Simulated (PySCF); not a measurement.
C4H8S.
Atom-mapped SMILES: `[CH3:1][CH2:2][C:3]([CH3:4])=[S:5]` (hydrogens: H6, H7, H8 on C1; H9, H10 on C2; H11, H12, H13 on C4)

The dihedral C1–C2–C3–C4 (about C2–C3) is held at set values while the rest relaxes with GFN2-xTB, each point from its own start; single points follow at PBE0/pcSseg-1 (PySCF, gas phase, no added dispersion term).

Question: How do energy and geometry vary along the scan?

Answer: 
```
dihedral (°)  PBE0/pcSseg-1 (kJ/mol)  GFN2-xTB (kJ/mol)  dipole (D)  C1···C4 (Å)  C2–C3 (Å)  C1–C2–C3 (°)  C2–C3–C4 (°)  HOMO (eV)  LUMO (eV)
           0                     9.9                3.2        3.05         2.91      1.498         116.5         119.5      -6.19      -1.86
          30                     5.9                1.6        3.04         2.95      1.496         115.4         118.7      -6.20      -1.84
          60                     3.0                0.8        2.99         3.09      1.495         112.5         117.7      -6.21      -1.86
          90                     2.3                0.5        2.92         3.33      1.496         110.1         116.9      -6.24      -1.86
         120                     4.0                1.9        2.81         3.63      1.498         111.4         117.1      -6.27      -1.89
         150                     1.6                1.1        2.78         3.83      1.497         113.9         116.3      -6.25      -1.84
         180                     0.0                0.0        2.78         3.89      1.495         114.3         116.2      -6.25      -1.83
         210                     1.7                1.1        2.78         3.83      1.497         113.8         116.3      -6.25      -1.84
         240                     4.0                1.9        2.80         3.63      1.498         111.5         117.2      -6.27      -1.89
         270                     2.4                0.6        2.92         3.33      1.496         109.9         117.1      -6.24      -1.86
         300                     3.0                0.8        2.99         3.09      1.495         112.3         117.7      -6.21      -1.86
         330                     5.9                1.6        3.04         2.95      1.496         115.3         118.9      -6.20      -1.84
```

Each energy column counts from its own lowest point; dipole and orbital energies are those of PBE0/pcSseg-1.

Question: Where are the low and high points of the PBE0/pcSseg-1 curve on this grid?

Answer: Below both neighbours: 90° (2.3), 180° (antiperiplanar, 0.0), 270° (2.4). Above both neighbours: 0° (9.9), 120° (4.0), 240° (4.0) kJ/mol. The highest point lies 9.9 kJ/mol above the lowest; in GFN2-xTB the span is 3.2, with the lowest point at 180°.

Question: How much does C2–C3 change along the scan?

Answer: From 1.495 Å (at 60°, 180° and 300°) to 1.498 Å (at 0°, 120° and 240°).

Question: What dipole would a 298 K Boltzmann average over these twelve points give?

Answer: With weights exp(−E/RT), √⟨μ²⟩ = 2.85 D, against 2.78 D at 180°. Weights in order of angle: 0, 2, 8, 10, 5, 13, 25, 13, 5, 10, 7, 2 %.
